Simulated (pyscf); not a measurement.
Optimised with ωB97X-D3(BJ)/def2-SVP in PySCF.

**Question.** For the elementary gas-phase step tungsten hexafluoride (F–W(F)(F)(F)(F)–F) + silicon tetrachloride (Cl–Si(Cl)(Cl)–Cl) → F–W(F)(F)(F)(F)–Cl + F–Si(Cl)(Cl)–Cl (singlet surface; F–W, Cl–Si broken, Cl–W, F–Si formed), what barrier and reaction energy does ωB97M-D3(BJ)/def2-TZVP give, measured from the separated reactants?

**Answer.** ΔE‡ = 35.8 kcal/mol, ΔE = -2.0 kcal/mol. Zero-point energy shifts the barrier by +1.1 kcal/mol. It is a four-centre exchange, with an imaginary mode of 75i cm⁻¹. One saddle was located; it need not be the lowest between these sides. Elements past Kr carry the def2 core potentials, without spin-orbit coupling.
